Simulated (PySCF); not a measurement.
Property card for `[CH]=C` [radical]

Compound: C₂H₃ (doublet state).
Structure used (PBE0-D3(BJ)/def2-SVP), in Å, numbered top down from 1:
```
atom  x, y, z in Å
C1     0.787   -0.374    0.024
C2    -0.473   -0.016   -0.027
H3     1.766    0.104    0.069
H4    -0.776    1.044   -0.034
H5    -1.287   -0.751   -0.066
```

PBE0-D3(BJ)/def2-SVP geometry optimisation, gas phase (PySCF):

| Quantity | Value |
| --- | --- |
| Point group | Cs |
| Rotational constants A, B, C | 232.003, 32.356, 28.396 GHz |
| Dipole moment | 0.67 D |

UKS B3LYP, IGLO-III on C, pcH-1 on H, non-relativistic, mean-field spin-orbit, GIAO (PySCF):

| Property | Result |
| --- | --- |
| Isotropic g value | 2.00220 |
| Principal g values | 2.00160, 2.00219, 2.00283 |
| Spin squared ⟨S²⟩ | 0.760 |
| Largest Mulliken spin population | 1.02 on C1 |
| Largest isotropic hyperfine couplings (means over sets of like nuclei) | 13C +317.2 (C1), 1H +182.6 (H4), 1H +114.5 (H5), 1H +51.7 (H3), 13C -13.8 (C2) MHz |

Monoisotopic mass (most abundant isotopes): 27.0235 u.

With B = h/(8π²I), that is 505.379 GHz u Å² over I, the principal moments of inertia are 2.18, 15.6 and 17.8 u Å² (most abundant isotopes); the inertial defect Ic − Ia − Ib is 0.0 u Å² (zero for a rigid planar frame, negative otherwise). The dipole equals about 2.2 × 10⁻³⁰ C·m (1 D = 3.33564 × 10⁻³⁰ C·m). ⟨S²⟩ is 0.010 above the pure-spin value S(S + 1) = 0.75. g_iso is shifted by about -110 ppm from the free-electron value 2.002319; the principal values span 0.0012. At 9.50 GHz, hν = g·μB·B₀ (B₀ the magnetic field) puts the centre of the isotropic spectrum, to first order, at 339.0 mT.

